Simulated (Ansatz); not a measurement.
Input file:

```yaml
crystal:
  periodic: [false, false, false]
  atoms:
    - {symbol: Si, position_ang: [0.000000, 0.000000, 0.000000]}
    - {symbol: H, position_ang: [0.943147, 0.946337, 0.944227]}
    - {symbol: H, position_ang: [-0.947225, -0.941575, 0.944905]}
    - {symbol: H, position_ang: [-0.941913, 0.942799, -0.948986]}
    - {symbol: H, position_ang: [0.945991, -0.947561, -0.940146]}
basis:
  gaussian: {orbitals: 6-31G}
magnetization: {spin_polarized: false}
correlation: {method: ccsdt_q, electrons: outside_noble_gas}
```

```sh
$ ansatz run in.yaml --threads 1 --pin off --events-out ev --progress --plain --max-ram 2393MiB
```

Output:

```
465 factors; integrals over basis functions are off by at most 2.8e-8 eV
mean field evaluation 1: about -7922.3119 eV, gradient 6.7e0 eV
mean field evaluation 2: about -7922.3131 eV, gradient 6.7e0 eV
mean field evaluation 4: about -7922.5896 eV, gradient 2.2e-1 eV
mean field evaluation 8: about -7922.5901 eV, gradient 3.7e-4 eV
mean field -7922.59014940 eV, -291.1498178660 hartree, gradient 1.9e-6 eV, S^2 0.000000; 0 other end points of the search recorded, 0 dependent functions left out
5 core orbitals not correlated: weight in the atoms' cores, before any rotation towards them, 1.000 or more for the frozen orbitals, at most 0.000 for the correlated occupied ones
reference -7922.59014940 eV, -291.1498178660 hartree; 4, 4 occupied and 12, 12 virtual orbitals, 465 factors
second order -1.83351119 eV of doubles, -0.00000000 eV of singles
cycle   1  -2.32075667 eV  change   -4.9e-1 eV  update   6.4e-2
cycle   2  -2.62068491 eV  change   -3.0e-1 eV  update   2.8e-2
cycle   3  -2.63113755 eV  change   -1.0e-2 eV  update   4.8e-3
cycle   4  -2.63344952 eV  change   -2.3e-3 eV  update   1.5e-3
cycle   5  -2.63339696 eV  change    5.3e-5 eV  update   4.2e-4
cycle   6  -2.63326707 eV  change    1.3e-4 eV  update   1.1e-4
cycle   7  -2.63334524 eV  change   -7.8e-5 eV  update   3.3e-5
cycle   8  -2.63335504 eV  change   -9.8e-6 eV  update   9.5e-6
cycle   9  -2.63335051 eV  change    4.5e-6 eV  update   2.0e-6
cycle  10  -2.63335144 eV  change   -9.2e-7 eV  update   6.5e-7
perturbative correction -0.00114774 eV, -0.0000421787 hartree
Total energy: -7925.22464858 eV, -291.2466339250 hartree
```

For the same geometry and basis full CI lies 0.4 meV lower.

Ran on 1 thread of Intel Xeon 6975P-C, shared host: 0.33 s wall, 0.09 GiB peak host memory.
